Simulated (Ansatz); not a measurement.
Stepwise reaction of `[NH2][Mg][NH2]` with hydrogen fluoride, as a gas-phase model of exchange steps in deposition or etching. ΔE in kJ/mol; ΔG adds harmonic PBE0-D4 terms to CCSD(T)/CBS, at 1 bar.

Calculated with Ansatz (gas phase, PBE0-D4/def2-TZVP geometries, no zero-point term in ΔE). CBS: MP2 limit from def2 TZ/QZ plus the TZ coupled-cluster correction, frozen cores. This one scheme is used for every species. Functionals use def2-TZVPP. B3LYP here is the variant with VWN-RPA as its local correlation; programs differ in this. For Mg outer-core shells are correlated without core-valence functions, which leaves a few kJ/mol of doubt a bond. Each species was taken in one conformer, which may not be the lowest.

| step | reaction | PBE-D4 | B3LYP-D4 | ωB97M-V | CCSD(T)/CBS | ΔG(400 K) |
| --- | --- | --- | --- | --- | --- | --- |
| 1 | `[NH2][Mg][NH2]` + H–F → `[NH2][Mg][F]` + NH₃ | -124.0 | -127.9 | -125.3 | -121.2 | -116.5 |

Task: Give the row of step 2, `[NH2][Mg][F]` + H–F → `[F][Mg][F]` + NH₃. (Estimate.)

Result: The calculation gave: 
```tsv
step	reaction	PBE-D4	B3LYP-D4	ωB97M-V	CCSD(T)/CBS	ΔG(400 K)
2	`[NH2][Mg][F]` + H–F → `[F][Mg][F]` + NH₃	-118.8	-122.2	-119.7	-118.3	-106.9
```

Task: By hand: ΔE of the 2 steps together at CCSD(T)/CBS.

Result: (-121.2) + (-118.3) = -239.5 kJ/mol, or -119.8 kJ/mol a step.

In ΔE the steps differ by no more than 2.9 kJ/mol. All are downhill at CCSD(T)/CBS. ΔG lies between -116.5 and -106.9 kJ/mol a step. PBE-D4 differs from CCSD(T)/CBS by -2.8 to -0.5 kJ/mol a step. Isolated molecules leave out the surface, adducts and barriers. Largest T1 diagnostic: 0.012.
